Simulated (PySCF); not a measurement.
# Gas-phase thermal properties of HCHO (formaldehyde)

Energies from PySCF (xtb for GFN2), thermal terms from the rigid-rotor harmonic-oscillator model, ideal gas at 1 bar. The comparison is the NASA 1993 polynomial table, which mixes measured and estimated data. 6-31G* has spherical d functions here. All species are closed-shell singlets. B3LYP is the form with VWN-RPA correlation. The harmonic model lacks anharmonicity and excited electronic states, which grow with temperature; levels with a mode under 35 cm⁻¹ are left out.

```csv
level,point group,σ,ZPE (kJ/mol),S°298 (J/mol/K),Cp298 (J/mol/K),S°1000 (J/mol/K),H1000 − H298 (kJ/mol)
table,-,-,-,218.8,35.4,275.4,34.8
B3LYP/6-31G*,C2v,2,70.4,218.7,35.1,274.3,34.2
GFN2-xTB,C2v,2,67.1,218.6,35.8,275.7,35.1
HF/6-31G*,C2v,2,76.7,218.1,34.5,271.6,32.8
PBE/def2-SVP,C2v,2,67.4,219.0,35.5,275.8,34.9
PBE0/def2-TZVP,C2v,2,70.1,218.6,35.2,274.3,34.2
```
σ: rotational symmetry number. Electronic degeneracy used: 1. Frequencies are unscaled.
